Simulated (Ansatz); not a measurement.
C₄H₉F, SMILES `CCC(C)F`. Charge 0, multiplicity 1. The structure was optimised at the PBE0-D4/def2-TZVP level. It is one conformer, not always the lowest.

```xyz
14

C    -1.088    0.696    1.450
C    -0.594   -0.281    0.399
C     0.557    0.256   -0.422
C     1.046   -0.698   -1.481
F     1.622    0.538    0.437
H    -1.910    0.270    2.029
H    -0.287    0.959    2.143
H    -1.449    1.621    0.990
H    -1.405   -0.540   -0.291
H    -0.271   -1.217    0.868
H     0.275    1.215   -0.874
H     0.258   -0.890   -2.213
H     1.340   -1.649   -1.031
H     1.907   -0.280   -2.005
```

(1) What is the dipole moment at B3LYP/def2-TZVPP? (An estimate is asked.)

(2) And with PBE, r2SCAN, ωB97M-V? (Estimate.)

(3) Give the Mulliken charges with B3LYP, ωB97M-V, PBE in def2-TZVPP. (An estimate is asked.)

Results:

(1) The calculation gave: 1.83 D, with components (-1.41, -0.51, -1.05) D in this frame, pointing from negative to positive charge.

(2) The calculation gave: PBE 1.71 D, r2SCAN 1.78 D, ωB97M-V 1.82 D.

(3) Ansatz gave: 
| atom | B3LYP | ωB97M-V | PBE |
| --- | --- | --- | --- |
| C1 | -0.26 | -0.31 | -0.25 |
| C2 | -0.08 | -0.15 | -0.09 |
| C3 | 0.22 | 0.16 | 0.18 |
| C4 | -0.25 | -0.31 | -0.25 |
| F5 | -0.27 | -0.25 | -0.22 |
| H6 | 0.08 | 0.10 | 0.08 |
| H7 | 0.10 | 0.11 | 0.09 |
| H8 | 0.07 | 0.09 | 0.07 |
| H9 | 0.05 | 0.08 | 0.05 |
| H10 | 0.06 | 0.09 | 0.06 |
| H11 | 0.04 | 0.07 | 0.03 |
| H12 | 0.07 | 0.09 | 0.07 |
| H13 | 0.08 | 0.10 | 0.08 |
| H14 | 0.09 | 0.12 | 0.09 |

B3LYP here is the variant with VWN-RPA as its local correlation; programs differ in this.
